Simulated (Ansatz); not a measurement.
**Re2Sb: from a trial structure to a relaxed crystal**

These are results of Ansatz, DFT PBE, scalar-relativistic, plane waves, PAW, not measurements. Cutoff 420 eV, Γ-centred k mesh, Gaussian smearing, no spin polarisation in the final step.

The start puts Re2Sb on the CaCl2 structure type (Pnnm, No. 58), with Sb in place of Ca, Re in place of Cl, at a guessed volume.

```xyz
6
Lattice="5.5594 0.0000 0.0000 0.0000 5.7287 0.0000 0.0000 0.0000 3.7419" Properties=species:S:1:pos:R:3 pbc="T T T"
Re    1.2509    4.7262    1.8710
Re    4.0306    3.8669    0.0000
Re    4.3085    1.0025    1.8710
Re    1.5288    1.8618    0.0000
Sb    2.7797    2.8643    1.8710
Sb    0.0000    0.0000    0.0000
```

Steps on the 4×4×4 mesh (6 atoms). 12 of 33 steps are shown, and the free energy counts from the last. Trial steps that were taken back and renewals of the plane-wave basis can be among the rows.

| step | ΔF (meV/atom) | V (Å³/atom) | P (GPa) | largest force component (eV/Å) |
| --- | --- | --- | --- | --- |
| 1 | 1922.3 | 19.86 | 22.49 | 1.276 |
| 4 | 994.1 | 21.77 | -6.78 | 1.705 |
| 7 | 626.3 | 20.76 | 2.39 | 0.135 |
| 10 | 468.5 | 20.51 | -0.90 | 0.980 |
| 13 | 450.7 | 20.13 | 0.06 | 0.020 |
| 16 | 375.1 | 20.32 | 0.46 | 0.026 |
| 18 | 369.8 | 20.48 | 0.26 | 0.388 |
| 21 | 337.5 | 19.68 | -0.57 | 0.657 |
| 24 | 131.9 | 17.40 | -2.38 | 0.173 |
| 27 | 22.9 | 16.95 | -0.54 | 0.263 |
| 30 | 2.4 | 16.96 | -0.05 | 0.011 |
| 33 | 0.0 | 16.98 | -0.16 | 0.012 |

Steps on the 6×2×4 mesh (6 atoms). 5 of 5 steps are shown, and the free energy counts from the last.

```
step  ΔF (meV/atom) V (Å³/atom) P (GPa) largest force component (eV/Å)
   1           11.1        16.98    -0.32                           0.291
   2            1.8        16.78     1.74                           0.122
   3            1.3        17.04    -1.59                           0.044
   4           -0.1        16.91    -0.02                           0.006
   5            0.0        16.91    -0.02                           0.006
```

A final relaxation ran on a 12×6×8 mesh. The relaxed crystal, Pnnm (No. 58):

```cif
data_structure
_symmetry_space_group_name_H-M 'Pnnm'
_symmetry_Int_Tables_number 58
_cell_length_a 2.9460
_cell_length_b 7.7508
_cell_length_c 4.4361
_cell_angle_alpha 90.000
_cell_angle_beta 90.000
_cell_angle_gamma 90.000
_cell_volume 101.29
loop_
_atom_site_label
_atom_site_type_symbol
_atom_site_symmetry_multiplicity
_atom_site_Wyckoff_symbol
_atom_site_fract_x
_atom_site_fract_y
_atom_site_fract_z
_atom_site_occupancy
Re1 Re 4 g 0.28384 0.83493 0.50000 1
Sb1 Sb 2 a 0.50000 0.50000 0.50000 1
```

For Re2Sb, the volume per atom is 16.88 Å³ and the density is 16.20 g/cm³. The energy over the elements is 0.74 eV/atom and the gap on the 12×6×8 mesh is 0 eV (a metal).

Formation energies are uncorrected and refer to the elements' standard structures at the same level.

The final run used a 12×6×8 mesh on its 6-atom cell and 0.10 eV smearing. The k mesh leaves about 4 meV/atom of noise in metals. Spin–orbit coupling is left out.

Symmetry constrained the relaxation, so the result can be a saddle point.

Cost: 4 runs of about 19 core-minutes in all, on Arm Neoverse N1 (shared hosts).